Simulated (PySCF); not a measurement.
# Electron affinity of Al by level of theory

Al⁻ [Ne] 3s2 3p2 (3P) → Al [Ne] 3s2 3p1 (2P), as a difference of total energies. Calculation: PySCF 2.14, in aug-cc-pV(T+d)Z with one added diffuse shell each of s, p, d, f type (7s6p5d3f, 71 functions); the non-relativistic Hamiltonian (point nucleus). Correlated levels: valence: [Ne] frozen. The calculations carry no spin-orbit coupling.

```tsv
method	electron affinity (eV)	error (eV)
UHF	0.017	-0.416
MP2 (valence)	0.366	-0.067
SCS-MP2 (valence)	0.265	-0.168
CCSD (valence)	0.376	-0.057
CCSD(T) (valence)	0.427	-0.006
```

Reference: 0.433 eV (measured; photodetachment measurements, as compiled on the Wikipedia data page of electron affinities).

Errors of the correlated levels include the incompleteness of this basis and the frozen core.
